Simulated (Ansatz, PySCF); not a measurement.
System: COS, charge 0, singlet. COS (sulfanylidenemethanone, SMILES O=C=S).
B3LYP-D3(BJ)/def2-TZVP minimum from Ansatz (a quantum-chemistry and plane-wave program):
```
C
O 1 1.1555
S 1 1.5622 2 180.00
```
Charge 0, spin multiplicity 1.

Total energies in hartree (Ansatz). Radicals and triplets start from unrestricted determinants; spin-orbit coupling is neglected. Correlated methods leave the cores frozen. No relativity.

| species | HF/cc-pV(T+d)Z | CCSD(T)/cc-pV(T+d)Z | HF/cc-pV(Q+d)Z | CCSD(T)/cc-pV(Q+d)Z | CCSDT(Q)/cc-pV(T+d)Z |
|---|---|---|---|---|---|
| 1: COS (SMILES O=C=S) | -510.34174 | -510.92169 | -510.35367 | -510.97233 | -510.92435 |
| 2: O (triplet) | -74.81176 | -74.97396 | -74.81729 | -74.99357 | -74.97430 |
| 3: C (triplet) | -37.69157 | -37.78076 | -37.69331 | -37.78654 | -37.78126 |
| 4: S (triplet) | -397.50938 | -397.65444 | -397.51264 | -397.66785 | -397.65537 |

Problem. Work out the enthalpy of formation at 298 K (by atomisation, with ideal-gas terms from PySCF's Hessian at B3LYP-D3(BJ)/def2-TZVP and the atoms' measured values of the G2/97 table; no spin-orbit terms) in kJ/mol: take Hartree-Fock from cc-pV(Q+d)Z, extrapolate the CCSD(T) correlation energy as X^-3 (X = 3, 4), and add CCSDT(Q) - CCSD(T) in cc-pV(T+d)Z. The further terms named in the bracket sum to +0.47880 hartree. 1 hartree = 2625.5 kJ/mol.

Solution. 
Species 1: correlation (64·(-0.61866) - 27·(-0.57995))/37 = -0.64691; step -0.00266; E1 = -510.35367 + (-0.64691) + (-0.00266) = -511.00324
Species 2: correlation (64·(-0.17628) - 27·(-0.16220))/37 = -0.18655; step -0.00034; E2 = -74.81729 + (-0.18655) + (-0.00034) = -75.00418
Species 3: correlation (64·(-0.09323) - 27·(-0.08919))/37 = -0.09618; step -0.00050; E3 = -37.69331 + (-0.09618) + (-0.00050) = -37.78999
Species 4: correlation (64·(-0.15521) - 27·(-0.14506))/37 = -0.16262; step -0.00093; E4 = -397.51264 + (-0.16262) + (-0.00093) = -397.67619
+1·E1 -1·E2 -1·E3 -1·E4 +0.47880 = -0.05408 hartree = -142.0 kJ/mol. Measured: -33.1 kcal/mol, -138.5 kJ/mol (G2/97 table in ASE (Curtiss et al.)); atomic spin-orbit terms, which the calculations lack, would raise the computed values. The composite differs from it by -3.5 kJ/mol; core, relativistic and spin-orbit terms are not in it.
